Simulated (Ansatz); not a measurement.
The input, for Ansatz 0.2.0:

```yaml
crystal:
  periodic: [false, false, false]
  atoms:
    - {symbol: Al, position_ang: [0.000000, 0.000000, 0.137833]}
    - {symbol: Ga, position_ang: [0.000000, 0.000000, -2.532667]}
    - {symbol: H, position_ang: [0.000000, 0.000000, 2.394833]}
basis:
  gaussian: {orbitals: 6-31G}
magnetization: {spin_polarized: false, initial_magnetization: 1}
correlation: {method: fci, electrons: outside_noble_gas}
```

```sh
$ ansatz run in.yaml --threads 1 --pin off --events-out ev --progress --plain --max-ram 2393MiB
```

Log:

```
721 factors; integrals over basis functions are off by at most 8.4e-8 eV
mean field evaluation 1: about -58919.6738 eV, gradient 9.2e0 eV
mean field evaluation 2: about -58919.6870 eV, gradient 9.2e0 eV
mean field evaluation 4: about -58920.6157 eV, gradient 1.6e0 eV
mean field evaluation 8: about -58920.6345 eV, gradient 2.2e-1 eV
mean field evaluation 16: about -58920.5249 eV, gradient 2.2e0 eV
mean field evaluation 32: about -58920.6390 eV, gradient 1.6e-1 eV
mean field -58920.63957417 eV, -2165.2935665069 hartree, gradient 1.4e-6 eV, S^2 0.750000; 4 other end points of the search recorded, 0 dependent functions left out
mean field evaluation 64: about -58920.7074 eV, gradient 1.9e-1 eV
mean field evaluation 96: about -58920.7082 eV, gradient 9.7e-2 eV
mean field evaluation 128: about -58920.6588 eV, gradient 1.0e-1 eV
mean field evaluation 160: about -58919.4633 eV, gradient 4.7e-1 eV
mean field evaluation 192: about -58919.7568 eV, gradient 4.6e-1 eV
19 core orbitals not correlated: weight in the atoms' cores, before any rotation towards them, 0.999 or more for the frozen orbitals, at most 0.000 for the correlated occupied ones
reference -58920.63957417 eV, -2165.2935665069 hartree; 4, 3 occupied and 21, 22 virtual orbitals, 721 factors
state -58923.35380056 eV, -2165.3933124871 hartree
Total energy: -58923.35380056 eV, -2165.3933124871 hartree
```

Natural occupations: 1.9419 1.9071 1.8453 0.9751 0.1450 0.0535 0.0454 0.0292 0.0289 0.0070 0.0068 0.0058 0.0041 0.0017 0.0013 0.0006 0.0005 0.0002 0.0002 0.0001 0.0001 0.0001 0.0001 0.0000.

Ran on 1 thread of Arm Neoverse V2, shared host: 2 min wall, 0.95 GiB peak host memory.
